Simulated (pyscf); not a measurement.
# Four-centre exchange: H₃Si–Se–SiH₃ (SMILES [SiH3][Se][SiH3]) + H₂ (SMILES [H][H]) -> SiH₄ (SMILES [SiH4]) + H₃Si–SeH (SMILES [SiH3][SeH])

Gas phase, singlet surface, charge 0. Bonds broken: Si1–Se2, H10–H11. Bonds formed: Si1–H10, Se2–H11. PySCF, gas phase, ωB97X-D3(BJ)/def2-SVP geometries.

Transition state (Å):

```xyz
11

Si    -2.2191     0.8592    -0.2376
Se    -0.5112    -1.1665     0.2287
Si     1.1932     0.2349    -0.2159
H     -2.8234     2.2063     0.0528
H     -3.3261    -0.1224    -0.2252
H     -1.4649     1.0977    -1.4954
H      2.4530    -0.1857     0.4562
H      1.4318     0.3605    -1.6820
H      0.7980     1.5909     0.2952
H     -1.7145     1.0321     1.4066
H     -1.2566     0.2374     1.2317
```

One imaginary mode, 1227i cm⁻¹; descent along it reached the two sides named.

```tsv
bond	change	reactant side (Å)	saddle	product side
Si1–Se2	breaks	2.274	2.7	3.6
H10–H11	breaks	0.762	0.934	3.4
Si1–H10	forms	3.9	1.729	1.489
Se2–H11	forms	3.1	1.880	1.467
```

Electronic energies relative to the separated reactants (kcal/mol):

```tsv
level	barrier	reaction energy	reverse barrier
ωB97X-D3(BJ)/def2-TZVP	57.4	+14.5	42.9
PBE/def2-TZVP	47.9	+9.9	37.9
r²SCAN/def2-TZVP	51.0	+11.2	39.8
B3LYP-D3(BJ)/def2-TZVP	53.6	+10.3	43.3
PBE0-D3(BJ)/def2-TZVP	50.5	+11.4	39.2
M06-2X/def2-TZVP	55.9	+12.4	43.5
ωB97M-D3(BJ)/def2-TZVP	55.1	+9.5	45.6
HF/def2-TZVP	71.4	+4.4	67.0
```

With ωB97M-D3(BJ)/def2-TZVP energies and thermal terms (ideal gas, 1 atm, RRHO with modes under 100 cm⁻¹ raised to 100, one conformer, R ln 2 for chiral ones without a mode under 150 cm⁻¹), in kcal/mol:

```tsv
T (K)	ΔH‡	ΔG‡	ΔH	ΔG
298	55.4	63.7	+10.2	+8.6
600	54.5	72.6	+9.0	+7.5
900	54.4	81.7	+8.1	+7.0
1200	54.6	90.9	+7.6	+6.7
```

One saddle was located; it need not be the lowest between these sides. Elements up to Kr have no core potential and no relativistic terms here.
